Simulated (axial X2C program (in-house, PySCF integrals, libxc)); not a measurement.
## Outer orbitals of BN⁺ at 1.437 Å, HF

Computed with an in-house all-electron X2C program for linear molecules (integrals from PySCF). Spin-free means the one-electron spin-free X2C Hamiltonian; two-component (2c) means X2C with spin–orbit coupling and atomic mean-field two-electron Coulomb and Gaunt terms, so the difference of the two also holds small scalar two-electron terms. Basis: N dyall-av3z [7s7p3d2f], B dyall-v3z [7s6p2d1f] (cores contracted in-house); Gaussian nuclei, density fitting, unrestricted open shells. Masses: N 14.003 u, B 11.009 u.

The distance is close to the 2c PBE0 minimum; the highest filled and lowest empty levels are listed.

Spin-free orbitals, state M_S = 3/2, Λ = 0 (beyond evenly filled blocks: σα, π+α, π-α) (Löwdin shares):

| symmetry | occupied | ε (eV) | atomic character |
| --- | --- | --- | --- |
| σβ | yes | -35.00 | 54% N s, 18% B p, 15% B s |
| σα | yes | -26.13 | 56% N p, 25% B s, 11% N s |
| π-α | yes | -24.21 | 79% N p, 13% B p, 5% B d |
| π+α | yes | -24.21 | 79% N p, 13% B p, 5% B d |
| σβ | yes | -22.60 | 66% N p, 17% N s, 9% B s |
| σα | yes | -22.59 | 43% B p, 24% B s, 23% N p |
| σβ | no | -8.01 | 38% B s, 34% B p, 13% N p |
| π-β | no | -7.98 | 48% B p, 45% N p, 4% N d |
| π+β | no | -7.98 | 48% B p, 45% N p, 4% N d |
| π-α | no | -6.56 | 66% B p, 12% N d, 12% N p |
| π+α | no | -6.56 | 66% B p, 12% N d, 12% N p |

Spinors with spin–orbit coupling (state Ω = 3/2):

```
   ω  occupied  ε (eV)           atomic character  λ mixture
-1/2       yes  -35.00  54% N s, 18% B p, 15% B s     100% σ
 1/2       yes  -26.13  56% N p, 25% B s, 11% N s     100% σ
-1/2       yes  -24.21   79% N p, 13% B p, 5% B d     100% π
 3/2       yes  -24.20   79% N p, 13% B p, 5% B d     100% π
-1/2       yes  -22.60   66% N p, 17% N s, 9% B s     100% σ
 1/2       yes  -22.59  43% B p, 24% B s, 23% N p     100% σ
-1/2        no   -8.01  38% B s, 34% B p, 13% N p     100% σ
 1/2        no   -7.98   48% B p, 45% N p, 4% N d     100% π
-3/2        no   -7.98   48% B p, 45% N p, 4% N d     100% π
-1/2        no   -6.56  66% B p, 12% N d, 12% N p     100% π
 3/2        no   -6.56  66% B p, 12% N d, 12% N p     100% π
```

Mulliken charges and populations of the two-component result (they depend on the basis, above all on diffuse functions):

N 0.18 e (s 3.80 p 2.98 d 0.04), B 0.82 e (s 3.23 p 0.89 d 0.06 f 0.01). ⟨Lz⟩ = 0.00 ħ and ⟨Sz⟩ = 1.50 ħ (0.94 and 0.56 on the two atoms), which add up to Ω.

One determinant describes the state; a PBE0 search over occupations chose it and may have missed a lower one. PBE0 can misorder states that lie within some tenths of an eV, so this need not be the ground state of the molecule. The nearest other spin-free determinant of the search, M_S = 1/2, Λ = 0, lies 0.31 eV up at the distance of the search. With several unpaired electrons one determinant need not be a pure state. This is the top spin component of a Σ state; components of lower Ω are not single determinants and can lie lower. The stretched end of a curve changes character and is left out.
